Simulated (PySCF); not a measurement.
**Working out the electron affinity of B**

B⁻ [He] 2s2 2p2 (3P) → B [He] 2s2 2p1 (2P). All numbers are calculated (PySCF 2.14, the spin-free X2C one-electron Hamiltonian (Gaussian nucleus), in dyall-acv3z (15s9p4d2f, 76 functions)). Frozen: nothing; the 5 highest virtual orbitals dropped. Energies in hartree (1 hartree = 27.21139 eV):

| part | B⁻ (lower) | B (upper) |
| --- | --- | --- |
| UHF | -24.528613 | -24.539841 |
| CCSD correlation | -0.130434 | -0.112922 |
| (T) | -0.004164 | -0.001763 |

Question: What does Hartree-Fock give?

Answer: (-24.539841) − (-24.528613) = -0.011228 hartree = -0.306 eV.

Question: What do CCSD and CCSD(T) give?

Answer: The CCSD correlation energies differ by 0.017512 hartree = 0.477 eV and the triples by 0.002401 hartree = 0.065 eV, so CCSD gives 0.171 eV and CCSD(T) 0.236 eV.

A first-order spin-orbit estimate adds -0.001 eV to CCSD(T) (valence and next inner shell), giving 0.235 eV against 0.280 eV (measured; photodetachment measurements, as compiled on the Wikipedia data page of electron affinities).

What remains against the reference includes basis incompleteness and higher excitations.
